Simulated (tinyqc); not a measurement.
Worked calculation: RKS/BP86 in the sto-3g basis, for OH-, spin multiplicity 1. The basis has no diffuse functions, so it cannot describe the extra electron: this is an exercise in the method, not the real anion. One step of it, computed by the program tinyqc.

Problem. Iteration 1: building the Kohn-Sham matrix. J_ij = sum D_kl (ij|kl); F = H + J + V_xc; E = tr D H + tr D J / 2 + E_xc + E_nn.

D at the start, lower triangle:
```
            1O 1s      1O 2s    1O 2px    1O 2py     1O 2pz     2H 1s
1O 1s    2.124871
1O 2s   -0.539079   2.325115
1O 2px   0.000000   0.000000  2.000000
1O 2py   0.000000   0.000000  0.000000  2.000000
1O 2pz  -0.034489   0.199856  0.000000  0.000000   2.188233
2H 1s    0.072061  -0.308464  0.000000  0.000000  -0.343109  0.087093
```

core Hamiltonian H = T + V (hartree), lower triangle:
```
             1O 1s      1O 2s     1O 2px     1O 2py     1O 2pz      2H 1s
1O 1s   -32.098964
1O 2s    -7.465586  -8.724887
1O 2px    0.000000   0.000000  -6.901038
1O 2py    0.000000   0.000000   0.000000  -6.901038
1O 2pz   -0.011884  -0.145076   0.000000   0.000000  -6.992193
2H 1s    -1.239454  -2.778880   0.000000   0.000000  -2.055147  -4.254107
```

Two-electron integrals (ij|kl) in chemists' order, unique and non-zero (hartree):
```
(11|11) 4.785065   (21|11) 0.741380   (21|21) 0.136873   (22|11) 1.118947
(22|21) 0.256633   (22|22) 0.817206   (31|31) 0.024477   (32|31) 0.037809
(32|32) 0.180518   (33|11) 1.115814   (33|21) 0.256684   (33|22) 0.817023
(33|33) 0.880159   (41|41) 0.024477   (42|41) 0.037809   (42|42) 0.180518
(43|43) 0.047444   (44|11) 1.115814   (44|21) 0.256684   (44|22) 0.817023
(44|33) 0.785270   (44|44) 0.880159   (51|51) 0.024477   (52|51) 0.037809
(52|52) 0.180518   (53|53) 0.047444   (54|54) 0.047444   (55|11) 1.115814
(55|21) 0.256684   (55|22) 0.817023   (55|33) 0.785270   (55|44) 0.785270
(55|55) 0.880159   (61|11) 0.123552   (61|21) 0.022632   (61|22) 0.042211
(61|33) 0.042128   (61|44) 0.042128   (61|51) 0.001040   (61|52) 0.001957
(61|55) 0.042383   (61|61) 0.003791   (62|11) 0.316770   (62|21) 0.073634
(62|22) 0.261575   (62|33) 0.257006   (62|44) 0.257006   (62|51) 0.005539
(62|52) 0.043264   (62|55) 0.270458   (62|61) 0.012430   (62|62) 0.105835
(63|31) 0.007505   (63|32) 0.044412   (63|53) 0.008862   (63|63) 0.014663
(64|41) 0.007505   (64|42) 0.044412   (64|54) 0.008862   (64|64) 0.014663
(65|11) 0.235021   (65|21) 0.055313   (65|22) 0.209775   (65|33) 0.200375
(65|44) 0.200375   (65|51) 0.011136   (65|52) 0.077052   (65|55) 0.228335
(65|61) 0.009727   (65|62) 0.103138   (65|65) 0.114010   (66|11) 0.473056
(66|21) 0.111737   (66|22) 0.456589   (66|33) 0.438563   (66|44) 0.438563
(66|51) 0.010384   (66|52) 0.113418   (66|55) 0.492069   (66|61) 0.019004
(66|62) 0.238147   (66|65) 0.264823   (66|66) 0.774606
```

nuclear repulsion = 3.86966882 hartree

V_xc (hartree), lower triangle:
```
            1O 1s      1O 2s     1O 2px     1O 2py     1O 2pz      2H 1s
1O 1s   -3.045783
1O 2s   -0.431778  -0.845991
1O 2px   0.000000   0.000000  -0.844734
1O 2py   0.000000   0.000000   0.000000  -0.844734
1O 2pz  -0.000987   0.000511   0.000000   0.000000  -0.841715
2H 1s   -0.072685  -0.229086   0.000000   0.000000  -0.162083  -0.220072
```

E_xc = sum of w rho eps_xc = -10.08710648 hartree

Give: Coulomb J; Kohn-Sham matrix F; total energy of this density.

Solution.

Coulomb J (hartree), lower triangle:
```
         1O 1s  1O 2s  1O 2px  1O 2py  1O 2pz  2H 1s
1O 1s   18.577
1O 2s    3.542  8.797
1O 2px   0.000  0.000   8.791
1O 2py   0.000  0.000   0.000   8.791
1O 2pz   0.003  0.000   0.000   0.000   8.786
2H 1s    0.586  2.725   0.000   0.000   2.141  4.564
```

Kohn-Sham matrix F (hartree), lower triangle:
```
          1O 1s   1O 2s  1O 2px  1O 2py  1O 2pz  2H 1s
1O 1s   -16.568
1O 2s    -4.355  -0.773
1O 2px    0.000   0.000   1.046
1O 2py    0.000   0.000   0.000   1.046
1O 2pz   -0.009  -0.144   0.000   0.000   0.952
2H 1s    -0.726  -0.283   0.000   0.000  -0.076  0.089
```

total energy of this density = -73.13072 hartree
